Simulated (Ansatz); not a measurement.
A made-up structure of CH5ClSi, closed shell:

| atom | x (Å) | y (Å) | z (Å) |
| --- | --- | --- | --- |
| C1 | -0.4868 | 0.6478 | -0.1271 |
| Si2 | 0.3316 | -0.6223 | 0.0042 |
| Cl3 | 1.7282 | -0.0353 | 1.4822 |
| H4 | -1.2276 | 0.3429 | -0.9112 |
| H5 | 0.2204 | 1.5016 | -0.4626 |
| H6 | -0.9667 | 0.8773 | 0.9018 |
| H7 | 1.0106 | -0.9305 | -1.3782 |
| H8 | -0.6097 | -1.7815 | 0.4909 |

It is relaxed with PBE-D4/def2-SVP and then PBE0-D4/def2-TZVP (Ansatz 0.2.0). Atoms count as bonded within 1.22 times the sum of their covalent radii (H–H: 0.88 Å). The end point is not checked to be a true minimum.

Problem. Does its bonding change? (Judge from chemistry; the calculation decides.)

Solution. By the calculation: No: no bond forms or breaks.

Where it ends: The first stage lowers the energy by 2.62 eV in 6 steps. It ends as CH₅ClSi ([CH3][SiH2][Cl]):
```xyz
8
angstrom
C -0.6129 0.7845 -0.1742
Si 0.4405 -0.7280 0.0503
Cl 1.8872 -0.3609 1.4731
H -1.3823 0.5956 -0.9281
H -0.0083 1.6319 -0.5036
H -1.1064 1.0549 0.7615
H 1.1415 -1.0947 -1.2043
H -0.3593 -1.8833 0.5252
```

Labels in which every atom is bracketed show which atoms are joined, not bond orders.

For scale, one of the runs: PBE0-D4/def2-TZVP relaxation, 135 basis functions, launched by `ansatz run in.yaml --threads 2 --pin off --events-out ev --progress --plain --max-ram 4352MiB`. Hardware: 2 CPU threads of an Arm Neoverse V1, shared host. Wall time about 15 s.
